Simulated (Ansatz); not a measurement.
Results of PBEsol (plane waves, PAW; Ansatz, an electronic-structure program) for rock-salt HfC.

Run with plane-wave cutoff 520 eV, 24×24×24 k mesh, Fermi–Dirac smearing 0.065 eV (set by the program), scalar-relativistic PAW data made under PBE.

Computed at the level's own relaxed cell.

```xyz
2
Lattice="0.0000 2.3034 2.3034 2.3034 0.0000 2.3034 2.3034 2.3034 0.0000" Properties=species:S:1:pos:R:3 pbc="T T T"
Hf     0.0000     0.0000     0.0000
C      2.3034     2.3034     2.3034
```

Problem. Give the elastic tensor (Voigt notation, GPa, ions relaxed, in the Cartesian axes of the cell as printed).

Solution. 
```
  537.5   103.5   103.5     0.0     0.0     0.0
  103.5   537.5   103.5     0.0     0.0     0.0
  103.5   103.5   537.5     0.0     0.0     0.0
    0.0     0.0     0.0   173.3     0.0     0.0
    0.0     0.0     0.0     0.0   173.3     0.0
    0.0     0.0     0.0     0.0     0.0   173.3
```

Measured, for comparison: elastic constant C11 500 GPa, elastic constant C44 180 GPa (temperature not stated, no zero-point or thermal correction; as tabulated in Wu et al. (2005), arXiv:cond-mat/0412374). Computed (rounded) less measured: elastic constant C11 +8 %, elastic constant C44 -4 %. A static lattice is as a rule a little smaller and stiffer than an uncorrected measurement, which narrows the difference in the elastic constant C11 and would widen misses of the other sign.

Spin–orbit coupling is not included.

Computed values are for the static lattice.
